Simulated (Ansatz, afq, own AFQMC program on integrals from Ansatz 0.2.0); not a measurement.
## GaPH, doublet → GaPH, quartet

```xyz
3

P     0.0000    0.0000    1.9358
Ga    0.0000    0.0000   -0.1922
H     0.0000    0.0000   -1.7436
```

Connectivity, by distances: P–GaH.

E(quartet, charge +0) − E(doublet, charge +0) at this geometry, on UHF and UHF determinants.

Basis cc-pVDZ. Noble-gas cores (and the filled d shells of Ga–Kr and In–Xe) are frozen. Ansatz 0.2.0 and our own AFQMC program on the same integrals; the CISD trial comes from CCSD amplitudes, and released means the phaseless constraint is let go. ± is one standard error of the sampling. No spin–orbit coupling. The errors of all members are added in quadrature.

No full CI on the walks' own integrals is used here; CCSDT(Q) serves as the reference and is uncertain by about the last step of the cluster series. Each member takes its own surest rung, up to full CI.

Errors are counted within cc-pVDZ, not against nature.

Cautions: inner d shell frozen; no relativity below Rb; no spin-orbit coupling; GaPH (doublet): unrestricted determinant slightly spin contaminated (⟨S²⟩ 0.81 against 0.75), the released energies are still falling, so no released level is given (meV from the phaseless value at times in 1/Eh: -7 ± 15 at 0.24, -12 ± 13 at 0.51, 1 ± 11 at 0.99, -31 ± 14 at 1.62, -44 ± 16 at 2.40), though the last usable value meets CCSDT(Q) within the noise, its ph-AFQMC/CISD value lies 31 ± 14 meV above CCSDT(Q); GaPH (quartet): another spin lies lower, the ph-AFQMC/CISD walk drifts between its halves (2.9 errors); core correlation is missing, and it shifts such a gap most where an s electron is promoted.

Reference (CCSDT(Q)): 2.523 eV.

```
        level  vertical spin gap (eV)  error against CCSDT(Q) (eV)
           HF                   1.721                       -0.802
          MP2                   2.495                       -0.028
         CCSD                   2.412                       -0.111
      CCSD(T)                   2.503                       -0.020
        CCSDT                   2.512                       -0.010
ph-AFQMC/CISD           2.498 ± 0.017               -0.025 ± 0.017
```

Correlation beyond CCSD(T) adds 0.020 eV. The perturbative (T) step is worth +0.091 eV.

A walk keeps the symmetry of its determinant, which the program's search chose and which needn't be the lowest solution, so a lower state of the same spin and another symmetry isn't excluded.
